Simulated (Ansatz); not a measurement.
Molecule: AlCl$_{2}$, charge 0, multiplicity 2. SMILES: [Cl][Al][Cl]
Geometry from a B3LYP-D3(BJ)/def2-TZVP (Ansatz, a quantum-chemistry and plane-wave program) optimisation:
```
Al
Cl 1 2.1140
Cl 1 2.1140 2 118.91
```
Charge 0, spin multiplicity 2.

Wanted: atomisation energy, in kcal/mol. Conventions: 6-311+G** with 5d, 6d on Na to Ar in Ansatz; no spin-orbit coupling; LANL2DZ with its own core potentials from Na on; non-relativistic; frozen cores in correlated levels; six Cartesian d functions in 6-31G* and its kin unless marked 5d; open shells spin-unrestricted; atomisation electronic, to ground-state atoms. CBS marks a two-point X^-3 extrapolation of the correlation energy; Hartree-Fock from the larger set. Ab initio and DFT rows: single points at B3LYP-D3(BJ) geometries (Ansatz).

Coupled cluster (Ansatz) is a level with limits of its own, used here on species with T1 under 0.025 (0.045 for open shells) and stable references: CCSD(T)/CBS(cc-pV(T+d)Z,cc-pV(Q+d)Z).

Value to compare with, CCSD(T)/CBS(cc-pV(T+d)Z,cc-pV(Q+d)Z) (Ansatz): 195.0 kcal/mol.

```csv
level,program,atomisation energy (kcal/mol),difference
HF/STO-3G,Ansatz,231.3,36.3
HF/3-21G,Ansatz,122.5,-72.5
HF/LANL2DZ,Ansatz,115.0,-80.0
HF/6-31G*,Ansatz,148.1,-46.9
HF/6-311+G**,Ansatz,148.8,-46.2
```

Among the 5 habitual levels, HF/LANL2DZ lies farthest from CCSD(T)/CBS(cc-pV(T+d)Z,cc-pV(Q+d)Z) (Ansatz) (-80.0 kcal/mol) and HF/STO-3G nearest (36.3); 1 of 5 lie above it, and their mean absolute difference is 56.4 kcal/mol, the median 46.9. One case shows no general order.

The sets are all those run for this method; runs whose electronic state is in doubt are left out.
